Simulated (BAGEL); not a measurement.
# RI-MP2/3-21G (density fitting with svp-jkfit) run of C3H2O (SMILES C1=COC=1)

Wanted: a geometry optimisation of C3H2O. 

Program for the calculation: BAGEL 1.2.2.

## Step 1: The structure to begin with

C3H2O: 6 atoms, total charge 0, spin state singlet. SMILES: `C1=COC=1`. Geometry: a rough force-field guess. The run starts from this shape.

Bond lengths: C1–C2 1.182 Å, C2–O3 1.406 Å, C1–C4 1.171 Å, O3–C4 1.363 Å, C2–H5 1.097 Å, C4–H6 1.145 Å. Angles: C1–C2–O3 77.3°, C2–C1–C4 113.1°, C2–O3–C4 90.3°, C1–C4–O3 79.4°, C1–C2–H5 145.7°, O3–C2–H5 137.0°, C1–C4–H6 148.0°, O3–C4–H6 132.5°. A long bond or contact: C2–C4 1.963 Å.

## Step 2: A geometry optimisation at RI-MP2/3-21G (density fitting with svp-jkfit)

input.json

```json
{ "bagel": [

{
  "title": "molecule",
  "basis": "3-21g",
  "df_basis": "svp-jkfit",
  "angstrom": true,
  "geometry": [
    { "atom": "C", "xyz": [    0.262200,    0.595100,    0.249000 ] },
    { "atom": "C", "xyz": [    0.825100,   -0.035200,   -0.576800 ] },
    { "atom": "O", "xyz": [   -0.317400,   -0.812700,   -0.318500 ] },
    { "atom": "C", "xyz": [   -0.744400,    0.105900,    0.593200 ] },
    { "atom": "H", "xyz": [    1.712900,   -0.101900,   -1.217500 ] },
    { "atom": "H", "xyz": [   -1.696300,    0.184800,    1.224400 ] }
  ]
},
{
  "title": "optimize",
  "maxiter": 40,
  "method": [
    { "title": "mp2", "ncore": 4 }
  ]
}

]}
```

The run is started by

```bash
BAGEL_NUM_THREADS=1 BAGEL input.json > input.out
```

Log:

```text
* using 1 threads per process

  ===============================================================
  ===============================================================

  *** Geometry ***

  { "atom" : "C", "xyz" : [      0.495486,      1.124576,      0.470542 ] },
  { "atom" : "C", "xyz" : [      1.559213,     -0.066518,     -1.089994 ] },
  { "atom" : "O", "xyz" : [     -0.599799,     -1.535780,     -0.601878 ] },
  { "atom" : "C", "xyz" : [     -1.406712,      0.200122,      1.120986 ] },
  { "atom" : "H", "xyz" : [      3.236912,     -0.192563,     -2.300742 ] },
  { "atom" : "H", "xyz" : [     -3.205542,      0.349221,      2.313781 ] },

  Number of auxiliary basis functions:      338

  Since a DF basis is specified, we compute 2- and 3-index integrals:
    o Being stored without compression. Storage requirement is 0.004 GB

  Number of basis functions:       40
  Number of electrons      :       28

    * METHOD: MOLECULE                             0.09

    o Connectivitiy analysis
       bond:       0     1     bond length    2.2328 bohr
       bond:       0     2     bond length    3.0704 bohr
       bond:       0     3     bond length    2.2127 bohr
       bond:       1     2     bond length    2.6568 bohr
       bond:       1     3     bond length    3.7089 bohr
       bond:       1     4     bond length    2.0728 bohr
       bond:       2     3     bond length    2.5754 bohr
       bond:       3     5     bond length    2.1635 bohr
      Nonredundant internal coordinate generated (dim = 12)
    * Use approximate Hessian for optimization

  *** RHF ***

  === Nuclear Repulsion ===
   108.8342224384

      * DIIS with orbital gradients will be used.

  === RHF iteration (3-21g) ===
      0       -188.05732273          0.01757862           0.01
      1       -188.09762232          0.00577491           0.01
      2       -188.10040661          0.00393014           0.01
      3       -188.10203100          0.00034368           0.01
      4       -188.10205676          0.00012885           0.01
      5       -188.10206206          0.00004688           0.01
      6       -188.10206454          0.00003665           0.01
      7       -188.10206676          0.00003319           0.01
      8       -188.10207061          0.00002838           0.02
      9       -188.10207655          0.00002070           0.01
     10       -188.10207956          0.00001216           0.01
     11       -188.10208058          0.00000571           0.01
     12       -188.10208072          0.00000292           0.02
     13       -188.10208073          0.00000138           0.01
     14       -188.10208073          0.00000091           0.01
     15       -188.10208073          0.00000062           0.01
     16       -188.10208073          0.00000036           0.01
     17       -188.10208073          0.00000025           0.02
     18       -188.10208073          0.00000022           0.02
     19       -188.10208073          0.00000017           0.02
     20       -188.10208073          0.00000009           0.02
     21       -188.10208073          0.00000005           0.02
     22       -188.10208073          0.00000003           0.02
     23       -188.10208073          0.00000001           0.02
     24       -188.10208073          0.00000001           0.01
    * SCF iteration converged.

    * Permanent dipole moment:
           (   -0.196628,    -0.604765,    -0.237694) a.u.

  === DF-MP2 calculation ===

    * freezing 4 orbitals

      MP2 correlation energy:   -0.3785617215

    * Permanent dipole moment: MP2 unrelaxed
           (   -0.160722,    -0.516053,    -0.201746) a.u.

  === Z-vector iteration ===

      0     0.00154909971716           0.00
      1     0.00043206059393           0.00
      2     0.00014089198704           0.00
      3     0.00003983399842           0.00
      4     0.00001487498576           0.00
      5     0.00000733308094           0.00
      6     0.00000461901031           0.00
      7     0.00000392537582           0.00
      8     0.00000342246649           0.00
      9     0.00000145297785           0.00
     10     0.00000051004578           0.00
     11     0.00000025031539           0.00
     12     0.00000006830793           0.00
     13     0.00000001915666           0.00
     14     0.00000000386401           0.00

    * Permanent dipole moment: MP2 relaxed
           (   -0.066091,    -0.258058,    -0.091258) a.u.

  * Nuclear energy gradient

    o Atom   0
        x         -0.1310057404
        y         -0.2866060144
        z         -0.1093916258
    o Atom   1
        x         -0.2928331445
        y          0.0865677582
        z          0.2644298278
    o Atom   2
        x          0.0386348912
        y          0.1479342740
        z          0.0750109126
    o Atom   3
        x          0.4002678805
        y          0.0271990799
        z         -0.2531078424
    o Atom   4
        x          0.0247246481
        y          0.0136783432
        z         -0.0095004641
    o Atom   5
        x         -0.0397885349
        y          0.0112265591
        z          0.0325591919

  === Convergence status ===

                         Maximum     Tolerance   Converged?
  * Gradient            0.400268      0.000300           No
  * Displacement        0.131247      0.001200           No
  * Energy change    -188.480642      0.000001           No

  *** Geometry optimization started ***
     iter         energy               grad rms       time

      1       -188.48064245          0.17193667        0.92
      2       -188.59750739          0.06588867        0.85
      3       -188.62577455          0.02355169        0.90
      4       -188.63263349          0.00886041        0.96
      5       -188.63436083          0.00679243        0.80
      6       -188.63713050          0.00788367        0.91
      7       -188.63398655          0.02646600        0.90
      8       -188.64109055          0.01729553        0.81
      9       -188.64427230          0.00873794        0.77
     10       -188.64544969          0.00716870        0.81
     11       -188.64106498          0.01320439        0.79
     12       -188.64768717          0.00898408        0.84
     13       -188.64832780          0.00743324        0.65
     14       -188.64575247          0.01171379        0.64
     15       -188.64990870          0.00385731        0.63
     16       -188.65007027          0.00316352        0.58
     17       -188.64896915          0.00648103        0.61
     18       -188.65067550          0.00207494        0.63
     19       -188.65085524          0.00181034        0.61
     20       -188.65092708          0.00115500        0.60
     21       -188.65095205          0.00094376        0.59
     22       -188.65095635          0.00076784        0.56
     23       -188.65096888          0.00051199        0.58
     24       -188.65097249          0.00044868        0.57
     25       -188.65078757          0.00200461        0.59
     26       -188.65098122          0.00015487        0.60
     27       -188.65098153          0.00011472        0.54

  *** Geometry ***

  { "atom" : "C", "xyz" : [      0.553540,      1.266510,      0.529442 ] },
  { "atom" : "C", "xyz" : [      1.788678,     -0.064991,     -1.246689 ] },
  { "atom" : "O", "xyz" : [     -0.770723,     -1.510501,     -0.939798 ] },
  { "atom" : "C", "xyz" : [     -1.410184,     -0.038041,      1.863450 ] },
  { "atom" : "H", "xyz" : [      3.028941,     -0.180013,     -2.835683 ] },
  { "atom" : "H", "xyz" : [     -3.334464,      0.702650,      1.684057 ] },

    * METHOD: OPTIMIZE                            19.24

  ===============================================================
```

Run time: 20 s. Hardware: 1 thread of Arm Neoverse V1, shared host; peak memory 0.081 GiB.

Step by step:

| step | energy from the first frame kept (eV) | largest force (eV/Å) |
| --- | --- | --- |
| 0 | 0.0000 | 24.3926 |
| 2 | -3.9492 | 2.9042 |
| 4 | -4.1829 | 0.9143 |
| 6 | -4.1727 | 3.5044 |
| 8 | -4.4526 | 1.1464 |
| 10 | -4.3653 | 1.6902 |
| 12 | -4.5630 | 0.9721 |
| 14 | -4.6060 | 0.5380 |
| 16 | -4.5804 | 0.8745 |
| 18 | -4.6317 | 0.2515 |
| 20 | -4.6344 | 0.1195 |
| 22 | -4.6348 | 0.0738 |
| 24 | -4.6299 | 0.2734 |
| 26 | -4.6352 | 0.0162 |

After the run. Bond lengths: C1–C2 1.344 Å, C2–O3 1.564 Å, C1–C4 1.433 Å, C2–H5 1.068 Å, C4–H6 1.095 Å. Angles: C1–C2–O3 76.3°, C2–C1–C4 116.4°, C1–C2–H5 151.5°, O3–C2–H5 125.9°, C1–C4–H6 117.3°. A long bond or contact: O3–C4 1.709 Å.

## Step 3: Outcome

Level: RI-MP2/3-21G (density fitting with svp-jkfit), 4 core orbitals frozen.

| quantity | value |
| --- | --- |
| total energy at the end | -188.65098 Eh |

What this shows: At the final geometry: Bond lengths: C1–C2 1.344 Å, C2–O3 1.564 Å, C1–C4 1.433 Å, C2–H5 1.068 Å, C4–H6 1.095 Å. Angles: C1–C2–O3 76.3°, C2–C1–C4 116.4°, C1–C2–H5 151.5°, O3–C2–H5 125.9°, C1–C4–H6 117.3°. A long bond or contact: O3–C4 1.709 Å. The optimisation took 27 steps and changed the energy by -4.635 eV.
